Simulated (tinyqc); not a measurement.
A ladder of methods, and size consistency: correlation methods against full CI in the sto-6g basis, for HF, spin multiplicity 1. Computed by the program tinyqc with PySCF. All electrons correlated; +Q is the Davidson correction (1 - c0^2) E_corr. The last columns treat two copies 100 angstrom apart as one system. FCI is the lowest singlet.

Geometry (angstrom):
```
atom       x       y       z
F     0.0000  0.0000  0.0000
H     0.0000  0.0000  0.8420
```

RHF energy of one = -99.481756 hartree

Correlation energies (hartree):
```
method   E_corr of one  share of FCI (%)  E_corr of two at 100 angstrom  two minus twice one (mhartree)
MP2           -0.01437            69.229                       -0.02873                           0.000
CISD          -0.02075           100.000                       -0.04107                           0.433
CISD+Q        -0.02097           101.065                       -0.04192                           0.028
CCSD          -0.02075           100.000                       -0.04150                           0.000
CCSD(T)       -0.02075           100.000                       -0.04150                           0.000
FCI           -0.02075           100.000                              -                               -
```

What does the comparison show, and why?

MP2 recovers 69 %, CISD 100.0 % and CCSD 100.0 % of the FCI value (c0^2 = 0.989 in CISD). MP2 and coupled cluster are size consistent, so their last column vanishes; CISD loses 0.43 mhartree, since a double excitation on each copy is a quadruple of the pair, and the Davidson correction leaves +0.03. With two electrons, or one virtual orbital, CISD and CCSD are exact for one copy, so +Q overshoots there.
